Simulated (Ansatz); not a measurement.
The input, for Ansatz 0.2.0:

```yaml
crystal:
  periodic: [false, false, false]
  atoms:
    - {symbol: Zr, position_ang: [0.000000, 0.000000, 0.000000]}
    - {symbol: F, position_ang: [0.000000, 0.000000, 1.828200]}
basis:
  gaussian: {orbitals: def2-TZVPP}
total_charge: 1
magnetization: {spin_polarized: true, initial_magnetization: 2}
hamiltonian: {xc: {name: B3LYP}}
```

```sh
$ ansatz run in.yaml --threads 1 --pin off --events-out ev --progress --plain --max-ram 4096MiB --backend cpu
```

Log:

```
502 factors; their error is unknown
mean field evaluation 1: about -3969.8704 eV, gradient 8.1e1 eV
mean field evaluation 2: about -3640.0137 eV, gradient 1.7e2 eV
mean field evaluation 4: about -3988.1782 eV, gradient 2.4e1 eV
mean field evaluation 8: about -3990.4037 eV, gradient 6.3e-1 eV
mean field evaluation 16: about -3990.4747 eV, gradient 1.4e-2 eV
mean field evaluation 32: about -3991.2063 eV, gradient 1.9e-5 eV
mean field evaluation 64: about -3991.1971 eV, gradient 1.2e0 eV
mean field -3991.20625127 eV, -146.6741243974 hartree, gradient 1.8e-6 eV, S^2 2.001582; 4 other end points of the search recorded, 0 dependent functions left out
reference -3991.20643489 eV, -146.6741311452 hartree; 11, 9 occupied and 76, 78 virtual orbitals, 502 factors
Total energy: -3991.20643489 eV, -146.6741311452 hartree
```

Ran on 1 thread of AMD EPYC 7R13, shared host: 9.5 s wall, 0.22 GiB peak host memory.
